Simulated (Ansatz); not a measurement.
AlNH3Cl, closed shell: a nudged elastic band.

Input (in.yaml):

```yaml
crystal:
  periodic: [false, false, false]
  atoms:
    - {symbol: Al, position_ang: [-0.307364, -0.344944, -0.621054]}
    - {symbol: N, position_ang: [0.551903, 0.329937, 0.753571]}
    - {symbol: H, position_ang: [0.345549, -1.420393, -1.560683]}
    - {symbol: Cl, position_ang: [-2.259618, 0.339055, -0.974209]}
    - {symbol: H, position_ang: [1.490203, 0.076334, 1.017082]}
    - {symbol: H, position_ang: [0.179426, 1.020011, 1.385293]}
basis:
  gaussian: {orbitals: def2-SVP}
hamiltonian: {xc: pbe0, dispersion: d4}
neb:
  images: 5
  climbing: true
  max_iterations: 30
  initial_path: idpp
  f_tol: 2.0
  final_atoms:
    - {symbol: Al, position_ang: [-1.063073, -1.212094, -0.684673]}
    - {symbol: N, position_ang: [0.632530, -0.018212, 0.208973]}
    - {symbol: H, position_ang: [1.428847, 0.053468, -0.416911]}
    - {symbol: Cl, position_ang: [-2.234946, 0.664611, -0.572458]}
    - {symbol: H, position_ang: [0.968778, -0.403082, 1.086209]}
    - {symbol: H, position_ang: [0.267965, 0.915309, 0.378862]}
```

Run by:

```bash
ansatz run in.yaml --threads 2 --pin off --events-out ev --progress --plain --max-ram 4352MiB
```

What Ansatz 0.2.0 printed:

```
Functional definition: PBE0
  name "PBE0"
  cite "Adamo & Barone, J. Chem. Phys. 110, 6158 (1999) doi:10.1063/1.478522"
  cite "Perdew, Burke & Ernzerhof, Phys. Rev. Lett. 77, 3865 (1996) doi:10.1103/PhysRevLett.77.3865"
  parent pbe
  parameter a = 0.25
  parameter kappa = 0.804
  parameter beta = 0.06672455060314922
  exchange = (1 - a)*pbe_x(kappa = kappa, mu = beta*pi^2/3) + a*exact_x
  correlation = pbe_c(beta = beta)
662 factors; integrals over basis functions are off by at most 2.4e-4 eV
mean field evaluation 1: about -20639.1667 eV, gradient 5.4e1 eV
mean field evaluation 2: about -20625.0788 eV, gradient 8.7e1 eV
mean field evaluation 4: about -20645.0377 eV, gradient 2.9e0 eV
mean field evaluation 8: about -20645.0691 eV, gradient 1.4e-1 eV
mean field evaluation 16: about -20645.0692 eV, gradient 3.7e-5 eV
mean field -20645.06916477 eV, -758.6922980747 hartree, gradient 3.7e-5 eV, S^2 0.000000; 0 other end points of the search recorded, 0 dependent functions left out
the calculation of the forces begins
reference -20645.06919034 eV, -758.6922990146 hartree; 20, 20 occupied and 45, 45 virtual orbitals, 662 factors
663 factors; integrals over basis functions are off by at most 1.2e-3 eV
mean field -20644.20335506 eV, -758.6604801547 hartree, gradient 8.0e-6 eV, S^2 0.000000; 0 other end points of the search recorded, 0 dependent functions left out
the calculation of the forces begins
reference -20644.20338036 eV, -758.6604810845 hartree; 20, 20 occupied and 45, 45 virtual orbitals, 663 factors
NEB end point (image 0): max|allowed force component| = 2.999e-1 eV/Å (the criterion of neb.relax_end_points is 4.000e-1)
NEB end point (image 6): max|allowed force component| = 2.698e-1 eV/Å (the criterion of neb.relax_end_points is 4.000e-1)
662 factors; integrals over basis functions are off by at most 2.9e-4 eV
mean field evaluation 32: about -20638.1477 eV, gradient 5.4e1 eV
mean field -20644.41115450 eV, -758.6681166432 hartree, gradient 5.2e-5 eV, S^2 0.000000; 0 other end points of the search recorded, 0 dependent functions left out
the calculation of the forces begins
reference -20644.41117992 eV, -758.6681175775 hartree; 20, 20 occupied and 45, 45 virtual orbitals, 662 factors
662 factors; integrals over basis functions are off by at most 4.1e-4 eV
mean field -20642.96433857 eV, -758.6149471388 hartree, gradient 2.4e-5 eV, S^2 0.000000; 0 other end points of the search recorded, 0 dependent functions left out
the calculation of the forces begins
reference -20642.96436411 eV, -758.6149480772 hartree; 20, 20 occupied and 45, 45 virtual orbitals, 662 factors
662 factors; integrals over basis functions are off by at most 3.6e-4 eV
mean field evaluation 64: about -20633.2032 eV, gradient 5.8e1 eV
mean field -20641.58117192 eV, -758.5641167017 hartree, gradient 4.9e-5 eV, S^2 0.000000; 0 other end points of the search recorded, 0 dependent functions left out
the calculation of the forces begins
reference -20641.58119764 eV, -758.5641176469 hartree; 20, 20 occupied and 45, 45 virtual orbitals, 662 factors
663 factors; integrals over basis functions are off by at most 8.8e-4 eV
mean field evaluation 96: about -20641.3500 eV, gradient 7.8e-5 eV
mean field -20641.35001491 eV, -758.5556218385 hartree, gradient 7.8e-5 eV, S^2 0.000000; 0 other end points of the search recorded, 0 dependent functions left out
the calculation of the forces begins
reference -20641.35004091 eV, -758.5556227940 hartree; 20, 20 occupied and 45, 45 virtual orbitals, 663 factors
665 factors; integrals over basis functions are off by at most 9.8e-4 eV
mean field -20642.83987068 eV, -758.6103730282 hartree, gradient 4.9e-5 eV, S^2 0.000000; 0 other end points of the search recorded, 0 dependent functions left out
the calculation of the forces begins
reference -20642.83989630 eV, -758.6103739697 hartree; 20, 20 occupied and 45, 45 virtual orbitals, 665 factors
NEB iter   1: max|band force component| = 4.956e0 eV/Å  barrier→ = 3.6974 eV  barrier← = 2.8468 eV  Δτ_max = 0.2000 Å  (180 SCF iters)
NEB iter   2: max|band force component| = 2.143e0 eV/Å  barrier→ = 2.9321 eV  barrier← = 2.0815 eV  Δτ_max = 0.2000 Å  (144 SCF iters)
NEB iter   3: max|band force component| = 6.153e0 eV/Å  barrier→ = 2.6847 eV  barrier← = 1.8341 eV  Δτ_max = 0.0987 Å  (141 SCF iters)
NEB iter   4: max|band force component| = 2.390e0 eV/Å  barrier→ = 2.4461 eV  barrier← = 1.5955 eV  CI = image 4  Δτ_max = 0.1988 Å  (136 SCF iters)
NEB iter   5: max|band force component| = 4.169e-1 eV/Å  barrier→ = 2.8553 eV  barrier← = 2.0047 eV  CI = image 4  CI's point: of a kind that is not told: the force calls met no fall of its own across the path by its bar (0.5 eV/Å² at the least)  Δτ_max = 0.0000 Å  (839 SCF iters)
WARN: NEB: the barrier is in doubt: a check of the path was left unfinished. Check it with more images (neb.images), a lower neb.f_tol or relaxed end points, with more memory where climbing_image_order says no_room, or from a path moved off its symmetry (neb.initial_path) where it says another_state
Total energy: -20642.29741383 eV, -758.5904381065 hartree
Atom 0 at    -0.896786    -0.847107     0.250750 Å, force     0.065264    -0.117208     0.021664 eV/Å
Atom 1 at     0.689393     0.182043     0.094764 Å, force    -0.252562     0.230400    -0.231205 eV/Å
Atom 2 at     0.434309    -0.998865    -0.833059 Å, force    -0.007617     0.255037     0.188115 eV/Å
Atom 3 at    -2.521978     0.551315     0.240619 Å, force     0.081429    -0.057434    -0.001287 eV/Å
Atom 4 at     1.622351    -0.065301     0.428370 Å, force    -0.081254    -0.131138     0.028245 eV/Å
Atom 5 at     0.672810     1.177915    -0.181445 Å, force     0.194741    -0.179656    -0.005533 eV/Å
Dipole moment:     0.678092     0.171255     0.052078 e Å

[the SCF lines of later steps are left out]
```

Hardware: 2 CPU threads of an Arm Neoverse V2, shared host. Wall time about 40 s.


The run ended normally. The force tolerance of 2 eV/Å lets the band stop early, so its barrier is not a converged value.